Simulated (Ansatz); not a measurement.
Reaction (SMILES): ClCCl → C atom + 2 Cl atom + 2 H atom
B3LYP-D3(BJ)/def2-TZVP geometries, fixed; electronic energies without zero-point terms.

The atomisation energy at MP2 with Ansatz (a first-principles code), in kcal/mol, split into its Hartree-Fock and correlation parts. Cores are frozen. Open shells are unrestricted. No added dispersion term, no relativity. Functions are those of the species that has most.

| basis | X | functions | Hartree-Fock | MP2 |
|---|---|---|---|---|
| aug-cc-pV(D+d)Z | 2 | 105 | 257.86 | 353.12 |
| aug-cc-pV(T+d)Z | 3 | 202 | 261.94 | 371.99 |
| aug-cc-pV(Q+d)Z | 4 | 350 | 262.38 | 377.38 |

Worked estimate of the basis-set limit from each neighbouring pair, with Hartree-Fock from the larger set and the correlation part extrapolated as X^-3.
Correlation parts: X = 2: 95.26, X = 3: 110.05, X = 4: 115.00.
- (2,3): (27·(110.05) - 8·(95.26))/19 = 116.28; with Hartree-Fock 261.94 the estimate is 378.22 kcal/mol.
- (3,4): (64·(115.00) - 27·(110.05))/37 = 118.61; with Hartree-Fock 262.38 the estimate is 380.99 kcal/mol.
The last two estimates differ by 2.77 kcal/mol; the largest set lies 3.61 from the last. Over the last step Hartree-Fock moves by 0.44 and the correlation part by 4.95.
